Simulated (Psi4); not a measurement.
# HF (hydrogen fluoride) at B3LYP/aug-cc-pVDZ (sweep point 4)

Aim: the vertical ionisation energy of HF (hydrogen fluoride) at B3LYP/aug-cc-pVDZ (sweep point 4), from 2 runs. 

The results are computed with Psi4 1.11.

### Step 1. The system as given

The species is HF (2 atoms), meant as a singlet with charge 0. As SMILES, `F`. The coordinates come from a PBE0-D4/def2-TZVP relaxation.

Bond lengths: F1–H2 0.920 Å.

### Step 2. The energy at B3LYP/aug-cc-pVDZ (sweep point 4)

File calc.py:

```python
import psi4

psi4.set_memory('1600 MB')
psi4.set_num_threads(1)
psi4.set_output_file('fh.out', False)

geom = psi4.geometry("""
0 1
F     -0.390000     0.144600    -0.196400
H      0.390000    -0.144600     0.196400
symmetry c1
""")

options = {'puream': True, 'scf_type': 'pk', 'dft_radial_points': 99, 'dft_spherical_points': 590}
psi4.set_options(options)

E = psi4.energy('b3lyp/aug-cc-pVDZ')
print(f'total energy {E:.8f} hartree = {E * 27.211386:.5f} eV')
for k, v in sorted(psi4.core.scalar_variables().items()):
    print(f'{k:45s} {v:18.10f}')
```

On the command line:

```bash
python calc.py
```

fh.out:

```text
[...]
  Running in c1 symmetry.
[...]
  Nuclear repulsion =    5.176952311050555
[...]
  Multiplicity = 1
[...]
  Nalpha       = 5
  Nbeta        = 5
[...]
    Number of basis functions: 32
[...]
   @RKS iter   1:  -100.40092666743475   -2.01748e-01   1.32084e-02 ADIIS/DIIS
[...]
   @RKS iter   6:  -100.46072641081199   -1.36850e-08   5.72981e-07 DIIS
[...]
    Orbital Energies [Eh]
    ---------------------
    Doubly Occupied:
       1A    -24.713026     2A     -1.214575     3A     -0.561212
       4A     -0.423938     5A     -0.423938
[...]
  @RKS Final Energy:  -100.46072641081199
   => Energetics <=
    Nuclear Repulsion Energy =              5.1769523110505551
    One-Electron Energy =                -150.3360974410196036
    Two-Electron Energy =                  53.4362617089989413
    DFT Exchange-Correlation Energy =      -8.7378429898418606
    Empirical Dispersion Energy =           0.0000000000000000
    VV10 Nonlocal Energy =                  0.0000000000000000
    Total Energy =                       -100.4607264108119864
[...]
 Multipole Moments:
 ------------------------------------------------------------------------------------
     Multipole            Electronic (a.u.)      Nuclear  (a.u.)        Total (a.u.)
 ------------------------------------------------------------------------------------
 L = 1.  Multiply by 2.5417464519 to convert [e a0] to [Debye]
 Dipole X            :          0.0000000           -0.0000000            0.0000000
 Dipole Y            :         -0.0000000            0.0000000           -0.0000000
 Dipole Z            :         -0.1570960            0.8627082            0.7056122
 Magnitude           :                                                    0.7056122
[...]
```

The script printed:

```text
total energy -100.46072641 hartree = -2733.67560 eV
CURRENT ENERGY                                   -100.4607264108
CURRENT REFERENCE ENERGY                         -100.4607264108
DD SOLVATION ENERGY                                 0.0000000000
DFT FUNCTIONAL TOTAL ENERGY                      -100.4607264108
DFT TOTAL ENERGY                                 -100.4607264108
DFT VV10 ENERGY                                     0.0000000000
DFT XC ENERGY                                      -8.7378429898
GRID ELECTRONS ALPHA                                5.0000000009
GRID ELECTRONS BETA                                 5.0000000009
GRID ELECTRONS TOTAL                               10.0000000018
NUCLEAR REPULSION ENERGY                            5.1769523111
ONE-ELECTRON ENERGY                              -150.3360974410
PCM POLARIZATION ENERGY                             0.0000000000
PE ENERGY                                           0.0000000000
SCF ITERATION ENERGY                             -100.4607264108
SCF ITERATIONS                                      6.0000000000
SCF TOTAL ENERGY                                 -100.4607264108
TWO-ELECTRON ENERGY                                53.4362617090
XC GRID RADIAL POINTS                              99.0000000000
XC GRID SPHERICAL POINTS                          590.0000000000
XC GRID TOTAL POINTS                           114648.0000000000
```

Run time: 1.8 s. Hardware: 1 thread of INTEL XEON PLATINUM 8581C at 2.30GHz (Emerald Rapids), shared host; peak memory 0.33 GiB.

### Step 3. The doublet cation

File run.py:

```python
import psi4

psi4.set_memory('1600 MB')
psi4.set_num_threads(1)
psi4.set_output_file('run.log', False)

m = psi4.geometry("""
1 2
F     -0.390000     0.144600    -0.196400
H      0.390000    -0.144600     0.196400
symmetry c1
""")

options = {'basis': 'aug-cc-pVDZ', 'reference': 'uks', 'puream': True, 'scf_type': 'pk', 'dft_radial_points': 99, 'dft_spherical_points': 590, 'maxiter': 150}
psi4.set_options(options)

E = psi4.energy('b3lyp')
print(f'b3lyp energy: {E:.10f} Eh')
for k, v in sorted(psi4.core.scalar_variables().items()):
    print(f'{k:45s} {v:18.10f}')
```

On the command line:

```bash
python run.py
```

run.log:

```text
[...]
  Running in c1 symmetry.
[...]
  Nuclear repulsion =    5.176952311050555
[...]
  Multiplicity = 2
[...]
  Nalpha       = 5
  Nbeta        = 4
[...]
    Number of basis functions: 32
[...]
   @UKS iter   1:   -99.83902896056388    3.60150e-01   6.96181e-03 DIIS/ADIIS
[...]
   @UKS iter   7:   -99.85961303614791   -1.12901e-08   4.27272e-07 DIIS
[...]
   @S^2 Observed:                7.515878812E-01
[...]
    Orbital Energies [Eh]
    ---------------------
    Alpha Occupied:
       1A    -25.381831     2A     -1.831374     3A     -1.123895
       4A     -1.093001     5A     -0.999853
    Alpha Virtual:
       6A     -0.335387     7A     -0.147389     8A     -0.126571
       9A     -0.118157    10A     -0.081704    11A     -0.011288
      12A      0.017965    13A      0.022502    14A      0.196160
      15A      0.403508    16A      0.651453    17A      0.651832
      18A      0.758830    19A      0.784626    20A      0.831836
      21A      0.880290    22A      0.931397    23A      1.305188
      24A      1.477094    25A      1.492527    26A      1.821945
[...]
  @UKS Final Energy:   -99.85961303614791
   => Energetics <=
    Nuclear Repulsion Energy =              5.1769523110505551
    One-Electron Energy =                -144.4685190772650003
    Two-Electron Energy =                  47.8303990630234210
    DFT Exchange-Correlation Energy =      -8.3984453329568627
    Empirical Dispersion Energy =           0.0000000000000000
    VV10 Nonlocal Energy =                  0.0000000000000000
    Total Energy =                        -99.8596130361479055
[...]
 Multipole Moments:
 ------------------------------------------------------------------------------------
     Multipole            Electronic (a.u.)      Nuclear  (a.u.)        Total (a.u.)
 ------------------------------------------------------------------------------------
 L = 1.  Multiply by 2.5417464519 to convert [e a0] to [Debye]
 Dipole X            :         -0.0000000           -0.0000000           -0.0000000
 Dipole Y            :         -0.0000000            0.0000000           -0.0000000
 Dipole Z            :          0.0369695            0.8627082            0.8996777
 Magnitude           :                                                    0.8996777
[...]
```

Standard output:

```text
b3lyp energy: -99.8596130361 Eh
CURRENT ENERGY                                    -99.8596130361
CURRENT REFERENCE ENERGY                          -99.8596130361
DD SOLVATION ENERGY                                 0.0000000000
DFT FUNCTIONAL TOTAL ENERGY                       -99.8596130361
DFT TOTAL ENERGY                                  -99.8596130361
DFT VV10 ENERGY                                     0.0000000000
DFT XC ENERGY                                      -8.3984453330
GRID ELECTRONS ALPHA                                4.9999999997
GRID ELECTRONS BETA                                 4.0000000004
GRID ELECTRONS TOTAL                                9.0000000001
NUCLEAR REPULSION ENERGY                            5.1769523111
ONE-ELECTRON ENERGY                              -144.4685190773
PCM POLARIZATION ENERGY                             0.0000000000
PE ENERGY                                           0.0000000000
SCF ITERATION ENERGY                              -99.8596130361
SCF ITERATIONS                                      7.0000000000
SCF TOTAL ENERGY                                  -99.8596130361
TWO-ELECTRON ENERGY                                47.8303990630
XC GRID RADIAL POINTS                              99.0000000000
XC GRID SPHERICAL POINTS                          590.0000000000
XC GRID TOTAL POINTS                           114648.0000000000
```

Wall time 2.4 s (1 thread of INTEL XEON PLATINUM 8581C at 2.30GHz (Emerald Rapids), shared host); peak memory 0.33 GiB.

### Step 4. Results

Level: B3LYP/aug-cc-pVDZ (sweep point 4).

| quantity | value |
| --- | --- |
| singlet HF: total energy | -100.46073 Eh |
| singlet HF: dipole moment | 1.79 D |
| singlet HF: HOMO energy | -11.54 eV |
| singlet HF: LUMO energy | -0.72 eV |
| singlet HF: HOMO–LUMO gap | 10.81 eV |
| doublet cation: total energy | -99.85961 Eh |
| doublet cation: HOMO energy (highest over α and β) | -26.28 eV |
| doublet cation: LUMO energy (lowest over α and β) | -21.31 eV |
| doublet cation: ⟨S²⟩ | 0.752 |
| vertical ionisation energy (to the doublet cation) | 16.357 eV |

The vertical ionisation energy comes to 16.36 eV (1578 kJ/mol). The negative HOMO energy of the first species, 11.54 eV, lies 4.82 eV below that difference.
